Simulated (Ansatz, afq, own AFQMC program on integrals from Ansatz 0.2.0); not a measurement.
# Atomization energy of SiH2O, triplet

| atom | x (Å) | y (Å) | z (Å) |
| --- | --- | --- | --- |
| Si | 0.0000 | 0.0000 | 0.5550 |
| O | 0.0000 | 0.0000 | -1.1214 |
| H | 0.0000 | 1.3319 | 1.1682 |
| H | 0.0000 | -1.3319 | 1.1682 |

Connectivity, by distances: SiH2–O.

Atoms in their ground-state spins without spin–orbit coupling (mostly on UHF) minus the molecule (UHF), without zero-point energy. The geometry is a stationary point, not shown to be a minimum.

Basis cc-pVDZ. Only valence electrons are correlated. Ansatz 0.2.0 and our own AFQMC program on the same integrals; the CISD trial comes from CCSD amplitudes, and released means the phaseless constraint is let go. Free AFQMC starts from the CCSD state and is never constrained. Its projection time is finite, and what remains of the start isn't in its error. Uncertainties: one standard error, sampling alone. The errors of all members are added in quadrature.

No full CI on the walks' own integrals is used here; CCSDT(Q) serves as the reference and is uncertain by about the last step of the cluster series. Each member takes its own surest rung, up to full CI.

The best estimate is CCSD(T) at the basis-set limit (CBS: def2-TZVPP and def2-QZVPP, with their diffuse functions for anions and beside diffuse sets, MP2 extrapolated, CCSD(T) minus MP2 from TZVPP) plus the step from CCSD(T) to CCSDT(Q) in cc-pVDZ. Rows without CBS are in cc-pVDZ, the functionals in def2-TZVP; B2PLYP and the wave-function rows carry a basis error of their own. Core correlation and relativity beyond core potentials are missing, and ± holds the sampling alone.

Cautions: SiH₂O (triplet): lower spins were not checked, its ph-AFQMC/CISD value lies 35 ± 11 meV above CCSDT(Q).

```csv
level,atomization energy (kJ/mol)
PBE0,932.4
MP2,789.9
B3LYP,946.3
```

(1) From these cheaper values, estimate the atomization energy at the level of the best estimate.

(1) 940.1 kJ/mol (best estimate, highest rung CCSDT(Q)).

```json
{"level": "HF", "atomization energy (kJ/mol)": "582.8", "error against the best estimate (kJ/mol)": "-357.3"}
{"level": "CCSD", "atomization energy (kJ/mol)": "787.1", "error against the best estimate (kJ/mol)": "-153.1"}
{"level": "CCSD(T)", "atomization energy (kJ/mol)": "796.9", "error against the best estimate (kJ/mol)": "-143.2"}
{"level": "CCSDT", "atomization energy (kJ/mol)": "798.3", "error against the best estimate (kJ/mol)": "-141.8"}
{"level": "CCSDT(Q)", "atomization energy (kJ/mol)": "799.3", "error against the best estimate (kJ/mol)": "-140.8"}
{"level": "ph-AFQMC/CISD", "atomization energy (kJ/mol)": "796.3 ± 1.1", "error against the best estimate (kJ/mol)": "-143.8 ± 1.1"}
{"level": "released AFQMC", "atomization energy (kJ/mol)": "796.6 ± 1.8", "error against the best estimate (kJ/mol)": "-143.5 ± 1.8"}
{"level": "free AFQMC", "atomization energy (kJ/mol)": "799.7 ± 1.5", "error against the best estimate (kJ/mol)": "-140.4 ± 1.5"}
{"level": "HF/CBS", "atomization energy (kJ/mol)": "653.1", "error against the best estimate (kJ/mol)": "-287.1"}
{"level": "MP2/CBS", "atomization energy (kJ/mol)": "931.4", "error against the best estimate (kJ/mol)": "-8.7"}
{"level": "CCSD(T)/CBS", "atomization energy (kJ/mol)": "937.8", "error against the best estimate (kJ/mol)": "-2.4"}
{"level": "PBE", "atomization energy (kJ/mol)": "963.3", "error against the best estimate (kJ/mol)": "23.2"}
{"level": "r2SCAN", "atomization energy (kJ/mol)": "971.9", "error against the best estimate (kJ/mol)": "31.8"}
{"level": "wB97M-V", "atomization energy (kJ/mol)": "943.1", "error against the best estimate (kJ/mol)": "2.9"}
{"level": "B2PLYP", "atomization energy (kJ/mol)": "924.2", "error against the best estimate (kJ/mol)": "-15.9"}
```

Correlation beyond CCSD(T) adds 2.4 kJ/mol. Going to the basis-set limit adds 140.8 kJ/mol at CCSD(T). The perturbative (T) step is worth +9.8 kJ/mol. The functionals spread over 47.7 kJ/mol; wB97M-V and B3LYP come nearest and r2SCAN is 31.8 kJ/mol too high.

Best estimates are given only where the step beyond CCSD(T) is under 0.3 eV and no member's determinant is very poor (T1 over 0.05, or 0.07 for open shells, ⟨S²⟩ too high by 0.3, two states mixed), so the hardest cases are missing from such tables.

The functionals ran in a triple-zeta set and keep a basis error of their own, a few kJ/mol for each bond in atomization energies and more for double hybrids, so close places among them and the extrapolated levels can swap.

CCSDT and higher add their correlation energy to the determinant of the CCSD(T) run, since their own runs factorise the integrals more tightly (a shift of under 2 meV). Free projections are given only where their last times agree within the noise and don't stop above the reference; a slow remainder of the start can still hide under it. Each member of a difference takes its own highest rung, so a best estimate needn't equal the limit plus the step of one row. A walk keeps the symmetry of its determinant, which the program's search chose and which needn't be the lowest solution, so a lower state of the same spin and another symmetry isn't excluded. Released energies are given only where the last usable release times agree within the noise; a slower fall can still hide under it.
